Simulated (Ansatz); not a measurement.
## A-type hexagonal La2O3

Calculation: r²SCAN (Ansatz, a quantum-chemistry and plane-wave program, PAW).

Settings: plane-wave cutoff 600 eV, 6×6×4 k mesh (along the axes of the cell as run), scalar-relativistic PAW data made under PBE.

Cell (relaxed at this level):

La2O3 is modelled in the trigonal space group P-3m1 (No. 164), Pearson symbol hP5. Cell: a = b = 3.9352 Å, c = 6.1256 Å, α = β = 90.00°, γ = 120.00°. La on 2d is surrounded by 4 O at 2.366–2.450 Å and 3 O at 2.727 Å. O1 on 1a sees 6 La at 2.727 Å (octahedral). O2 on 2d is coordinated by 4 La at 2.366–2.450 Å (tetrahedral). (Neighbours: up to the widest gap in distance over summed covalent radii, below 1.35, at either atom; cation-cation and far metal-metal contacts left out.)

| Item | Value |
|---|---|
| elastic constant C11 | 212 GPa |
| elastic constant C12 | 127 GPa |
| elastic constant C13 | 85.1 GPa |
| elastic constant C33 | 134 GPa |
| elastic constant C44 | 63.7 GPa |
| elastic constant C66 | 42.7 GPa |
| Voigt–Reuss–Hill bulk modulus | 122 GPa |
| polycrystal shear modulus (Hill average) | 42.7 GPa |
| Young modulus | 115 GPa |
| Poisson ratio | 0.343 |

Elastic constants are with the ions relaxed.

Spin–orbit coupling is not included.

The result took about 16 core-minutes (a rough figure).
